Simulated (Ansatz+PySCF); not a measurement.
The numbers below are computed, except where a source is named.
A run of Ansatz (development build ahead of 0.2.0) on doublet CH₂O(+) at this shape:

```
atom   x (Å)    y (Å)    z (Å)
   O  0.0000   0.0000  -1.2093
   C  0.0000   0.0000   0.0275
   H  0.0000   0.9679   0.5909
   H  0.0000  -0.9679   0.5909
```

Its results:

* Converged: yes
* Reference energy: -113.56423 hartree
* Correlation energy: -0.32817 hartree
* Total energy: -113.89240 hartree
* Spin squared of the determinant: 0.789
* Stability test: minimum
* Occupied orbitals by symmetry in an Abelian subgroup (alpha; beta): 5 A1 1 B1 2 B2; 5 A1 1 B1 1 B2

Forces (eV/Å):
```tsv
atom	Fx	Fy	Fz
O1	0.000	0.000	2.869
C2	0.000	0.000	-1.821
H3	0.000	-0.303	-0.524
H4	0.000	0.303	-0.524
```

Task: Which input gives this output? Name the method, the orbitals and the basis set, and write the input.

Result: UHF-MP2 in cc-pVTZ.

```yaml
crystal:
  periodic: [false, false, false]
  atoms:
    - { symbol: O, position_ang: [0.0, 0.0, -1.20929] }
    - { symbol: C, position_ang: [0.0, 0.0, 0.02751] }
    - { symbol: H, position_ang: [0.0, 0.9679, 0.59089] }
    - { symbol: H, position_ang: [0.0, -0.9679, 0.59089] }
basis:
  gaussian: { orbitals: cc-pVTZ }
total_charge: 1
magnetization:
  spin_polarized: true
  initial_magnetization: 1
hamiltonian:
  xc: hf
correlation:
  method: mp2
  frozen_orbitals: { C: 1, H: 0, O: 1 }
output:
  forces: true
```
